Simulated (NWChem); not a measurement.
System: sulfur dioxide (SO2); SMILES O=S=O

```xyz
3

O      1.2504     0.0000     0.3736
S      0.0000     0.0000    -0.3691
O     -1.2504     0.0000     0.3736
```
Atoms are numbered in this order, from 1.

Results from NWChem. Pople sets run with spherical d functions. Coordinates come from a PBE0/def2-SVP optimisation. Static field.

Q: Order these by “isotropic polarisability (bohr³)”, lowest first: Hartree-Fock/def2-TZVP; Hartree-Fock/def2-TZVPD; Hartree-Fock/def2-SVP; Hartree-Fock/6-31+G*; Hartree-Fock/6-31G*.

A: Hartree-Fock/def2-SVP (17.7), Hartree-Fock/6-31G* (18.7), Hartree-Fock/def2-TZVP (20.9), Hartree-Fock/6-31+G* (21.7), Hartree-Fock/def2-TZVPD (24.2)
